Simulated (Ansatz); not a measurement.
C$_{3}$H$_{5}$F$_{2}$ (`F[CH]CCF`) radical. Total charge 0; spin multiplicity 2.

```xyz
10

F    -1.257    0.950    1.486
C    -0.864   -0.273    1.094
C    -0.442   -0.377   -0.316
C     0.834    0.386   -0.637
F     1.898   -0.164    0.053
H    -0.445   -0.863    1.900
H    -1.235    0.010   -0.968
H    -0.298   -1.432   -0.564
H     0.749    1.435   -0.343
H     1.061    0.327   -1.706
```

Question: List the harmonic frequencies (cm⁻¹, unscaled) at PBE0-D4/def2-TZVP in Ansatz. (An estimate is asked.)

Answer: The calculation gave: 75, 154, 233, 411, 509, 609, 840, 896, 1019, 1090, 1118, 1201, 1248, 1265, 1344, 1387, 1423, 1442, 1505, 3038, 3058, 3101, 3118, 3209.

Question: Is this a minimum?

Answer: Yes, all 24 modes are real.

Question: Give the ideal-gas thermochemistry at 298.15 K and 1 bar (rigid rotor, harmonic oscillator; point group C1, symmetry number 1).

Answer: Zero-point energy 199.2 kJ/mol; H(298) − E = 216.6 kJ/mol; entropy 324.0 J/(mol·K), of which translation 163.4, rotation 108.0, vibration 46.9, electronic 5.8; G(298) − E = 120.0 kJ/mol. Modes under 100 cm⁻¹ are hindered rotations or soft bends, so the harmonic entropy is rough.

Question: And at 400, 500, 600, 800 and 1000 K?

Answer: 
| T (K) | H − E (kJ/mol) | S (J/mol/K) | G − E (kJ/mol) |
| --- | --- | --- | --- |
| 400 | 226.3 | 351.8 | 85.6 |
| 500 | 237.7 | 377.2 | 49.1 |
| 600 | 250.8 | 400.9 | 10.2 |
| 800 | 280.6 | 443.7 | -74.3 |
| 1000 | 314.3 | 481.2 | -166.9 |
